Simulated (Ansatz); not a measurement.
This triplet lies 0.39 eV below the relaxed singlet at the level composite: frozen-core CCSD(T) with HF/cc-pV5Z and the correlation energy extrapolated as X^-3 from cc-pVQZ and cc-pV5Z, plus full CI minus CCSD(T) in cc-pVDZ // PBE0-D3(BJ)/def2-TZVP (Ansatz, a program for electronic structure).

Species: CH₂, SMILES `[CH2]` (lower triplet) (charge 0, multiplicity 3).

Question: Give a relaxed geometry from PBE0-D3(BJ)/def2-TZVP run with Ansatz.

Answer: the end point of this relaxation (outside a Z-matrix the atoms follow the SMILES, hydrogens last).
Z-matrix (Å, degrees):
```
C
H 1 1.0790
H 1 1.0790 2 134.78
```
